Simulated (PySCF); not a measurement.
C3H7Cl, SMILES C(CC)Cl. Coordinates come from a PBE0-D3(BJ)/def2-SVP optimisation. The values are those of a single conformer.

These are PBE0-D3(BJ)/def2-SVP (PySCF) values and carry that method's errors.

Harmonic wavenumbers (cm⁻¹): 146, 223, 303, 430, 682, 797, 876, 914, 1053, 1083, 1118, 1229, 1275, 1319, 1369, 1405, 1450, 1456, 1471, 1480, 3054, 3058, 3096, 3112, 3151, 3165, 3171. Rotational constants (GHz): 11.82, 3.318, 2.843; symmetry number 1.

Problem. Work out the zero-point energy and the ideal-gas rigid-rotor harmonic-oscillator thermochemistry at 298.15 K and 1 atm.

Solution. ZPE = ½ Σ hcν = ½ × 41887 cm⁻¹ = 59.88 kcal/mol. H − E(el) = 63.72 kcal/mol. Entropy in cal/(mol K): translation 39.00, rotation 25.47, vibration 8.13, total 72.60. G − E(el) = 42.07 kcal/mol. Cp = 19.20 cal/(mol K). Modes under 150 cm⁻¹ make the vibrational entropy uncertain.
